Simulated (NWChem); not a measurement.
Species: N cation, triplet

Program: NWChem. Pople sets run with spherical d functions. Spin-unrestricted. Medium grid unless said otherwise, to which SCAN and Minnesota functionals are sensitive. The open p shell is one determinant without spherical averaging. No stability test was run on the SCF state. Total energies of different functionals are on different scales.

```csv
level,energy (Ha),highest occupied level (eV),"lowest empty minus highest occupied level, either spin (eV)",<S²>
B3LYP/6-31G*,-54.0446,-23.96,4.18,2.00
PBE/6-31G*,-53.9712,-22.12,0.66,2.00
KT2/6-31G*,-54.9297,___,___,2.00
MPW1K/6-31G*,-54.0329,-25.98,8.04,2.00
LRC-wPBEh/6-31G*,-53.9874,-26.26,8.71,2.00
r2SCAN0/6-31G*,-54.0178,-24.91,5.98,2.00
M05-2X/6-31G*,-54.0446,-26.41,9.26,2.00
```

### Question
What belongs in the gaps?

### Answer

- KT2/6-31G*, highest occupied level (eV): -22.58
- KT2/6-31G*, lowest empty minus highest occupied level, either spin (eV): 1.54
